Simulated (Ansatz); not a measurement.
# C4H8 (singlet): wB97M-V, B2PLYP, RPA-PBE over a series of basis sets

The task here is to estimate one member of a computed series from the others.

Method: all electrons in the functionals, frozen cores in the correlation of double hybrids and RPA; program: Ansatz 0.2.0, Gaussian basis.

To be run: wB97M-V, B2PLYP, RPA-PBE, at STO-3G; 6-31G; 6-31G*; cc-pVDZ; cc-pVTZ; cc-pVQZ.

21 further runs of the same task are left out: 2 that didn't finish, 19 set aside as unsound or not needed.

## The system

The geometry is an MP2(full)/6-31G* stationary point (not a proven minimum).

12 atoms, charge 0, spin multiplicity 1.

Atoms are counted from 1 here; the program's logs count them from 0.

Bond lengths: C1–C3 1.543 Å, C1–C4 1.543 Å, C1–H5 1.094 Å, C1–H6 1.094 Å, C2–C3 1.543 Å, C2–C4 1.543 Å, C2–H7 1.094 Å, C2–H8 1.094 Å, C3–H9 1.094 Å, C3–H10 1.094 Å, C4–H11 1.094 Å, C4–H12 1.094 Å. Angles: C3–C1–C4 87.9°, C3–C1–H5 118.5°, C3–C1–H6 111.0°, C4–C1–H5 118.5°, C4–C1–H6 111.0°, H5–C1–H6 108.8°, C3–C2–C4 87.9°, C3–C2–H7 118.5°, C3–C2–H8 111.0°, C4–C2–H7 118.5°, C4–C2–H8 111.0°, H7–C2–H8 108.8°, C1–C3–C2 87.9°, C1–C3–H9 118.5°, C1–C3–H10 111.0°, C2–C3–H9 118.5°, C2–C3–H10 111.0°, H9–C3–H10 108.8° and more.

No dispersion term is added; wB97M-V holds VV10 nonlocal correlation.

Set-up of the first run:

Contents of in.yaml:

```yaml
crystal:
  periodic: [false, false, false]
  atoms:
    - {symbol: C, position_ang: [0.000000, 1.071142, 0.147626]}
    - {symbol: C, position_ang: [0.000000, -1.071142, 0.147626]}
    - {symbol: C, position_ang: [-1.071142, 0.000000, -0.147626]}
    - {symbol: C, position_ang: [1.071142, 0.000000, -0.147626]}
    - {symbol: H, position_ang: [0.000000, 1.986858, -0.450077]}
    - {symbol: H, position_ang: [0.000000, 1.342921, 1.207520]}
    - {symbol: H, position_ang: [0.000000, -1.986858, -0.450077]}
    - {symbol: H, position_ang: [0.000000, -1.342921, 1.207520]}
    - {symbol: H, position_ang: [-1.986858, 0.000000, 0.450077]}
    - {symbol: H, position_ang: [-1.342921, 0.000000, -1.207520]}
    - {symbol: H, position_ang: [1.986858, 0.000000, 0.450077]}
    - {symbol: H, position_ang: [1.342921, 0.000000, -1.207520]}
basis:
  gaussian: {orbitals: STO-3G}
hamiltonian: {xc: {name: wB97M-V}}
output: {orbitals: {seedname: orbitals}}
```

Run with:

```console
$ ansatz run in.yaml --threads 1 --pin off --events-out ev --progress --plain --max-ram 4160MiB --backend cpu
```

Among the steps run: wB97M-V, STO-3G; wB97M-V, 6-31G; wB97M-V, 6-31G*; wB97M-V, cc-pVDZ; wB97M-V, cc-pVTZ; wB97M-V, cc-pVQZ; B2PLYP, STO-3G; B2PLYP, 6-31G; B2PLYP, 6-31G*; B2PLYP, cc-pVDZ; B2PLYP, cc-pVTZ; B2PLYP, cc-pVQZ; RPA-PBE, STO-3G; RPA-PBE, 6-31G; RPA-PBE, 6-31G*; RPA-PBE, cc-pVDZ; RPA-PBE, cc-pVTZ; RPA-PBE, cc-pVQZ.

One table of the session follows, with a row left open; its other results are not shown here.

It belongs to the step «Against the wave-function levels». Atomisation energies, with free atoms from separate runs at the same level and basis (kcal/mol); wave-function rows come from earlier runs:

```
   level   6-31G  cc-pVDZ  cc-pVTZ  cc-pVQZ
 wB97M-V  1146.3   1148.6   1152.5   1152.7
  B2PLYP  1086.3   1113.5   1138.5   1143.6
 RPA-PBE       ?        ?        ?        ?
     RHF   835.8    857.7    869.1    870.1
RCCSD(T)  1005.6   1074.1   1124.4   1138.1
```

Estimate the missing values for RPA-PBE.

The run gave: 6-31G: 962.0; cc-pVDZ: 1038.5; cc-pVTZ: 1080.1; cc-pVQZ: 1091.0. In the column «6-31G» it lies between RHF (835.8) and RCCSD(T) (1005.6).

Limits of these values: Core correlation, relativity and spin-orbit terms are not in the calculated values.
